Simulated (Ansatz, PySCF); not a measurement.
This PySCF input computes a SVWN5/def2-TZVPD energy:

```python
from pyscf import gto, scf, dft

mol = gto.M(
    atom='''
    C     0.00327342    0.02137882    0.11257968
    C     0.09532447    0.42175209    1.31948097
    C    -0.04988734   -0.27325839   -1.20303702
    H    -0.15282464   -0.23863109    2.15258061
    H     0.80620451   -0.68175225   -1.73348371
    H    -0.94564319   -0.09885182   -1.79323865
    ''',
    basis='def2-tzvpd',
    charge=-1,
    spin=0,
    verbose=4,
)

mf = dft.RKS(mol, xc='svwn').density_fit(auxbasis='def2-universal-jkfit')
mf.grids.level = 3
mf.conv_tol = 1e-9
mf.max_cycle = 100
mf.max_memory = 1500
mf.kernel()
if not mf.converged:
    mf = mf.newton()
    mf.kernel(mf.make_rdm1())
mf.analyze()
```

**Question.** Write an input for the same energy in Ansatz (an electronic-structure program) and say what it gives.

**Answer.** 
Ansatz 0.2 input:
```yaml
crystal:
  periodic: [false, false, false]
  atoms:
    - {symbol: C, position_ang: [0.00327342, 0.02137882, 0.11257968]}
    - {symbol: C, position_ang: [0.09532447, 0.42175209, 1.31948097]}
    - {symbol: C, position_ang: [-0.04988734, -0.27325839, -1.20303702]}
    - {symbol: H, position_ang: [-0.15282464, -0.23863109, 2.15258061]}
    - {symbol: H, position_ang: [0.80620451, -0.68175225, -1.73348371]}
    - {symbol: H, position_ang: [-0.94564319, -0.09885182, -1.79323865]}
basis:
  gaussian:
    orbitals: def2-TZVPD
hamiltonian:
  xc: {name: SVWN5}
total_charge: -1
output: {forces: true}
```
It gives -114.99077 Eh, and PySCF -114.99081 Eh, a difference of 0.04 mEh, from the treatment of integrals and grids.

It need not be the lowest isomer of its formula. Whether it binds its extra electron was not tested at this geometry.
